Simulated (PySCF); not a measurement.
# Dipole moment and polarisability of `FCCCl`

Species: C2H4ClF.
Geometry (GFN2-xTB, Å), atoms numbered from 1 in this order:
```xyz
8
C2H4ClF angstrom
F     -1.6001   -0.8268    0.2117
C     -0.7381    0.2284    0.0544
C      0.6841   -0.3012   -0.0493
Cl     1.8019    1.0647   -0.2586
H     -1.0369    0.7569   -0.8565
H     -0.8607    0.8788    0.9263
H      0.7910   -0.9590   -0.9122
H      0.9678   -0.8324    0.8596
```

Level: wB97X-D/def2-SVPD (PySCF), static field, nuclei fixed, core orbitals frozen in the response. The polarisability tensor in these axes (au):

```
x   45.22  5.13 -1.32
y    5.13 41.70 -0.94
z   -1.32 -0.94 35.82
```

What are the eigenvalues, a third of the trace, and Δα (Δα² = ½Σ(αi − αj)² over the three pairs)?

Principal values 35.62, 38.03 and 49.08 au; mean 40.91 au = 6.06 Å³ = 6.75 × 10⁻⁴⁰ C²·m²/J; Δα = 12.43 au (30 % of the mean).

What is the dipole moment?

0.12 D at this geometry.

What depolarisation ratio follows for Rayleigh scattering of linearly polarised light, taking the static tensor?

ρ = 3Δα²/(45ᾱ² + 4Δα²) = 463.7/(75316 + 618.3) = 0.00611.

Find the Langevin capture rate constant for H3O+ (19.018 u) meeting this molecule (81.999 u), k = 2.342 × 10⁻⁹ cm³/s × √(α in Å³ / reduced mass in u).

The reduced mass is 15.44 u, so k = 1.47 × 10⁻⁹ cm³/s.

What molar refraction does this α imply?

Lorentz–Lorenz: R = (4π/3)N_A α = 2.5225 cm³/(mol·Å³) × 6.06 Å³ = 15.3 cm³/mol, in the limit of long wavelengths.

One conformer (not necessarily the lowest) at the GFN2-xTB geometry, without solvent, vibrations or thermal averaging.
